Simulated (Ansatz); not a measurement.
## Loss of NH3: SiH2(NH2) → SiH + NH3

Species: SiH2(NH2), doublet; SiH, doublet; NH3 (ammonia) `N`, singlet. This is a balance of energies; it says nothing on the path, which may need atoms to shift.

Shapes, held fixed at every level: PBE0-D4/def2-TZVP. Flexible molecules stand in one conformer, not always the lowest. Programs: Ansatz 0.2.0. The zero-point and thermal change to 298 K, harmonic and unscaled (PBE0-D4/def2-TZVP), is +1.2 kJ/mol.

```json
{"level": "MP2/def2-TZVPP", "kind": "perturbation theory", "ΔH(298 K) (kJ/mol)": "+224.8", "less CCSD(T)/CBS estimate": "+12.6"}
{"level": "HF/def2-TZVPP", "kind": "Hartree–Fock", "ΔH(298 K) (kJ/mol)": "+194.5", "less CCSD(T)/CBS estimate": "-17.7"}
{"level": "PBE0-D4/def2-TZVPP", "kind": "global hybrid", "ΔH(298 K) (kJ/mol)": "+226.8", "less CCSD(T)/CBS estimate": "+14.6"}
{"level": "B2PLYP/def2-TZVPP", "kind": "double hybrid", "ΔH(298 K) (kJ/mol)": "+212.9", "less CCSD(T)/CBS estimate": "+0.7"}
{"level": "CCSD/def2-SVP", "kind": "coupled cluster or CI", "ΔH(298 K) (kJ/mol)": "+187.3", "less CCSD(T)/CBS estimate": "-24.9"}
{"level": "CCSD/def2-TZVPP", "kind": "coupled cluster or CI", "ΔH(298 K) (kJ/mol)": "+199.2", "less CCSD(T)/CBS estimate": "-13.0"}
{"level": "CCSD(T)/CBS estimate", "kind": "coupled cluster or CI", "ΔH(298 K) (kJ/mol)": "+212.2", "less CCSD(T)/CBS estimate": "0.0"}
```

The highest level, CCSD(T)/CBS estimate, gives ΔH(298 K) = +212.2 kJ/mol; the levels span +187.3 to +226.8. The column of differences is taken from that level and isn't an error. No measured value is set beside it here. Spin contamination: SiH (⟨S²⟩ up to 0.79). Open shells run unrestricted. The CBS estimate extrapolates MP2 from def2-TZVPP and def2-QZVPP and adds CCSD(T) − MP2 in the triple-zeta set, cores frozen.
